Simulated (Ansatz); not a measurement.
**CH4FNS: small, medium and large basis sets**

Aim: see how fast density functionals converge with the basis set for CH4FNS.

Program: Ansatz 0.2.0, Gaussian basis. Level of theory: one geometry, several basis sets. These are calculated values, not measurements.

Plan: PBE0-D4/def2-SVP; ωB97M-V/def2-SVP; PBE0-D4/def2-QZVPP; ωB97M-V/def2-QZVPP; the functionals' def2-TZVPP values are taken from earlier runs.

**1. The relaxed structure**

An earlier PBE0-D4 in a triple-zeta def2 set relaxation fixed the geometry.

8 atoms, charge 0, spin multiplicity 1.

Atoms are counted from 1 here; the program's logs count them from 0.

Bond lengths: N1–C2 1.406 Å, N1–H5 1.011 Å, N1–H6 1.008 Å, C2–F3 1.377 Å, C2–S4 1.827 Å, C2–H7 1.091 Å, S4–H8 1.343 Å. Angles: C2–N1–H5 113.9°, C2–N1–H6 113.4°, H5–N1–H6 111.4°, N1–C2–F3 110.2°, N1–C2–S4 111.6°, N1–C2–H7 109.8°, F3–C2–S4 108.3°, F3–C2–H7 107.1°, S4–C2–H7 109.7°, C2–S4–H8 96.8°.

**2. PBE0-D4 in def2-SVP**

in.yaml reads:

```yaml
crystal:
  periodic: [false, false, false]
  atoms:
    - {symbol: N, position_ang: [0.023816, 1.141458, -0.511124]}
    - {symbol: C, position_ang: [0.344473, -0.050985, 0.161409]}
    - {symbol: F, position_ang: [1.440742, -0.645136, -0.422936]}
    - {symbol: S, position_ang: [-1.041591, -1.240130, 0.122248]}
    - {symbol: H, position_ang: [-0.531046, 1.005001, -1.344635]}
    - {symbol: H, position_ang: [-0.380970, 1.842592, 0.088564]}
    - {symbol: H, position_ang: [0.612276, 0.168319, 1.196016]}
    - {symbol: H, position_ang: [-0.375400, -2.278219, 0.654657]}
basis:
  gaussian: {orbitals: def2-SVP}
hamiltonian: {xc: pbe0, dispersion: d4}
output: {orbitals: {seedname: orbitals}}
```

Run with:

```
$ ansatz run in.yaml --threads 2 --pin off --events-out ev --progress --plain --max-ram 4352MiB
```

The runs that follow: ωB97M-V in def2-SVP; PBE0-D4 in def2-QZVPP; ωB97M-V in def2-QZVPP.

Before running them: what should the planned runs give, taken together? Wanted: PBE0-D4: double and triple zeta above quadruple; ωB97M-V: double and triple zeta above quadruple.

As calculated:

| quantity | value |
| --- | --- |
| PBE0-D4: double and triple zeta above quadruple | 10.82, 0.63 eV |
| ωB97M-V: double and triple zeta above quadruple | 10.97, 0.60 eV |

In words: PBE0-D4 gains 10.20 eV from double to triple zeta, then 0.63 eV more. Total energies overstate the basis error of differences, where much of it tends to cancel. The LUMO of ωB97M-V is positive and keeps falling with the basis (2.68 to 1.43 eV): an unbound level that the basis holds in place.
